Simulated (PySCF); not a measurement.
**Mayer bond orders and bond lengths**

C4H12Si.
Numbering: `[CH3:1][Si:2]([CH3:3])([CH3:4])[CH3:5]` (hydrogens: H6, H7, H8 on C1; H9, H10, H11 on C3; H12, H13, H14 on C4; H15, H16, H17 on C5)

Cartesian coordinates in Å at the PBE0-D3(BJ)/def2-TZVP level; atoms count from 1:
```
atom  x, y, z in Å
C1     0.3776   -1.4846   -1.0799
Si2   -0.0003    0.0012    0.0001
C3    -0.2130    1.5204   -1.0790
C4    -1.5809   -0.3113    0.9604
C5     1.4147    0.2781    1.1998
H6    -0.4309   -1.6708   -1.7921
H7     0.5056   -2.3886   -0.4783
H8     1.2968   -1.3329   -1.6522
H9    -0.4342    2.4046   -0.4749
H10   -1.0354    1.3885   -1.7874
H11    0.6929    1.7280   -1.6547
H12   -2.4244   -0.4837    0.2863
H13   -1.4828   -1.1912    1.6022
H14   -1.8321    0.5401    1.5983
H15    1.5646   -0.5957    1.8396
H16    2.3515    0.4673    0.6690
H17    1.2194    1.1363    1.8484
```

Bond orders from the PBE0/pcSseg-2 density (PySCF). Isolated species at its PBE0-D3(BJ)/def2-TZVP geometry, gas phase.

Q: How far do the computed orders between heavy atoms stray from the drawn ones?

A: The largest departure is 0.049, at C1–Si2 (drawn single, 0.951), Si2–C3 (drawn single, 0.951), Si2–C4 (drawn single, 0.951) and Si2–C5 (drawn single, 0.951).

Q: Give the Mayer order of every bond between heavy atoms, beside its length.

A: 
```csv
bond,drawn as,length (Å),Mayer order
C1–Si2,single,1.875,0.951
Si2–C3,single,1.876,0.951
Si2–C4,single,1.876,0.951
Si2–C5,single,1.876,0.951
```

Q: And the bonds to hydrogen?

A: C–H: 0.98 (12 bonds).

Q: Sum the orders of all bonds at each heavy atom with more than one neighbour and set the sums beside the valence in the SMILES.

A: C1 3.906 (drawn 4), Si2 3.804 (drawn 4), C3 3.906 (drawn 4), C4 3.906 (drawn 4), C5 3.906 (drawn 4). Orders between atoms that aren't bonded are not in these sums.

Mayer orders depend on the basis set.
